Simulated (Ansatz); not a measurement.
The cluster Li3H5⁺. Total charge 1; quartet. Geometry PBE0-D4/def2-TZVP; atoms count from 1.

```csv
atom,x (Å),y (Å),z (Å)
Li1,1.326,0.520,0.051
Li2,4.452,0.507,-0.937
Li3,-1.895,0.508,1.013
H4,-4.187,0.127,1.395
H5,3.056,0.072,-0.053
H6,2.805,0.954,-0.859
H7,-1.455,-3.438,-2.414
H8,-4.103,0.751,1.804
```

In the quartet geometry the species has come apart into loosely held pieces. In the quartet, H4 and H8 lie 0.75 Å apart, H5 and H6 lie 1.22 Å apart (atoms count from 1), so H2 has formed as a molecule. At PBE0-D4/def2-TZVP a doublet of charge 1 lies 3.52 eV below the quartet, each at its own geometry. The structure comes from a short search, and lower isomers may exist.

(1) Estimate the Mulliken populations from the PBE0/def2-TZVP orbitals of Ansatz.

(2) Where does the spin sit?

Results:

(1) 
| atom | charge (e) | spin (α − β) |
| --- | --- | --- |
| Li1 | 0.49 | 0.43 |
| Li2 | 0.78 | 0.09 |
| Li3 | 0.33 | 0.59 |
| H4 | 0.04 | 0.00 |
| H5 | -0.34 | 0.44 |
| H6 | -0.34 | 0.44 |
| H7 | 0.00 | 1.00 |
| H8 | 0.04 | 0.00 |
Mulliken values and Mayer orders depend strongly on the basis.

(2) Summed by element: Li 1.12, H 1.88, of 3 unpaired in all. Largest on single atoms: H7 1.00, Li3 0.59, H5 0.44.
